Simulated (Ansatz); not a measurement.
`N[Si]F` + H₂S → `N[Si]S` + H–F at 700 K and 1 bar (ligand exchange at the Si–F bond).

Gas-phase electronic energies from Ansatz, PBE0-D4/def2-TZVP geometries. CCSD(T)/CBS is frozen-core, at the limit of the def2 triple- and quadruple-zeta sets. One conformer a species, not always the lowest.

```csv
species,CCSD(T)/CBS energy (Eh),H − E (kJ/mol),S (J/(mol·K))
`N[Si]F`,-444.83821,116.9,330.3
H₂S,-398.97119,64.8,236.9
`N[Si]S`,-743.38878,145.5,363.8
H–F,-100.39431,45.2,198.5
```

H − E and S are ideal-gas, rigid-rotor, harmonic terms from PBE0-D4/def2-TZVP, for one conformer and one mirror image of each species. 1 Eh = 2625.50 kJ/mol, R = 8.31446 J/(mol·K).

Problem. By hand: ΔE, ΔH, ΔS and ΔG.

Solution. ΔE = (-743.38878) + (-100.39431) − (-444.83821) − (-398.97119) = 0.02631 Eh = 69.1 kJ/mol. Δ(H − E) = 145.5 + 45.2 − 116.9 − 64.8 = 9.0, so ΔH = 78.1 kJ/mol. ΔS = 363.8 + 198.5 − 330.3 − 236.9 = -4.9 J/(mol·K). ΔG = 78.1 − 700 × (-4.9)/1000 = 81.5 kJ/mol.

Problem. By hand: the equilibrium constant, and the temperature at which ΔG would vanish if ΔH and ΔS stayed fixed.

Solution. log₁₀ K = −ΔG/(RT ln 10) = -6.1. ΔH and −TΔS have one sign here, so there is no such temperature.

The number of gas molecules stays the same, so ΔS is small and ΔH decides. A doubt of 5 kJ/mol in ΔE shifts log₁₀ K by 0.4 here. Other conformers and mirror images would add mixing entropy, several J/(mol·K) or more a flexible species. These are equilibria of isolated gas molecules and say nothing of rates. Largest T1 diagnostic: 0.014 (customary marks: 0.02 for closed shells, 0.045 for open ones).

ΔS is within the doubt of such terms, so its sign, and with it that verdict, could turn.
